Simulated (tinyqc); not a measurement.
Pariser-Parr-Pople SCF with singles CI, for the molecule C=CC=CC=C (SMILES; centres numbered as the heavy atoms are written), step by step. One step of it, computed by the program tinyqc.

Task: Singles CI, singlets. Over the 9 single excitations with the smallest orbital gaps: A = (e_a - e_i) delta + 2 (ia|jb) - (ij|ab), with (pq|rs) = sum c_mp c_mq gamma_mn c_nr c_ns. f = 2/3 w |mu|^2 in atomic units, mu = sqrt2 sum c_ia sum_m c_mi c_ma R_m.

orbital energies (eV): -13.772996  -12.113393  -9.641972  -1.548028  0.923393  2.582996

coefficients:
```
         MO1        MO2        MO3        MO4        MO5        MO6
1C  0.259167   0.456921   0.473345   0.473345  -0.456921   0.259167
2C  0.408861   0.510436   0.268864  -0.268864   0.510436  -0.408861
3C  0.515427   0.175153  -0.451283  -0.451283  -0.175153   0.515427
4C  0.515427  -0.175153  -0.451283   0.451283  -0.175153  -0.515427
5C  0.408861  -0.510436   0.268864   0.268864   0.510436   0.408861
6C  0.259167  -0.456921   0.473345  -0.473345  -0.456921  -0.259167
```

repulsion gamma_rs (eV):
```
           1C         2C         3C         4C         5C         6C
1C  11.130000   7.554319   5.238816   3.670169   2.868553   2.308288
2C   7.554319  11.130000   7.551683   5.238816   3.669262   2.868553
3C   5.238816   7.551683  11.130000   7.554319   5.238816   3.670169
4C   3.670169   5.238816   7.554319  11.130000   7.551683   5.238816
5C   2.868553   3.669262   5.238816   7.551683  11.130000   7.554319
6C   2.308288   2.868553   3.670169   5.238816   7.554319  11.130000
```

Centres (angstrom, eV; a flat drawing with bonds scaled to 1.40 angstrom):
```
centre          x          y  core charge z          W   gamma_rr
1C      -3.045000  -0.196000              1  11.160000  11.130000
2C      -1.799000   0.442000              1  11.160000  11.130000
3C      -0.623000  -0.319000              1  11.160000  11.130000
4C       0.623000   0.319000              1  11.160000  11.130000
5C       1.799000  -0.442000              1  11.160000  11.130000
6C       3.045000   0.196000              1  11.160000  11.130000
```

Give: singlet CI matrix; singlet excitation energies; oscillator strengths.

Result:

singlet CI matrix (eV):
```
         3>4      2>4      3>5     1>4     3>6     2>5     2>6     1>5
3>4   4.1993   0.0000   0.0000  0.1187  0.1187  0.7762  0.0000  0.0000
2>4   0.0000   6.2044  -0.0132  0.0000  0.0000  0.0000  0.3999  0.8646
3>5   0.0000  -0.0132   6.2044  0.0000  0.0000  0.0000  0.8646  0.3999
1>4   0.1187   0.0000   0.0000  7.1676  0.2539  0.5408  0.0000  0.0000
3>6   0.1187   0.0000   0.0000  0.2539  7.1676  0.5408  0.0000  0.0000
2>5   0.7762   0.0000   0.0000  0.5408  0.5408  8.3866  0.0000  0.0000
2>6   0.0000   0.3999   0.8646  0.0000  0.0000  0.0000  9.4212  0.9456
1>5   0.0000   0.8646   0.3999  0.0000  0.0000  0.0000  0.9456  9.4212
1>6  -0.1820   0.0000   0.0000  0.5363  0.5363  1.0580  0.0000  0.0000

         1>6
3>4  -0.1820
2>4   0.0000
3>5   0.0000
1>4   0.5363
3>6   0.5363
2>5   1.0580
2>6   0.0000
1>5   0.0000
1>6  10.3780
```

singlet excitation energies (eV): 4.0368  5.8382  6.1257  6.9137  7.0001  8.2323  8.5675  10.7199  11.1162

oscillator strengths: 1.4907  0.0000  0.0000  0.0000  0.0365  0.2143  0.0000  0.0000  0.0554
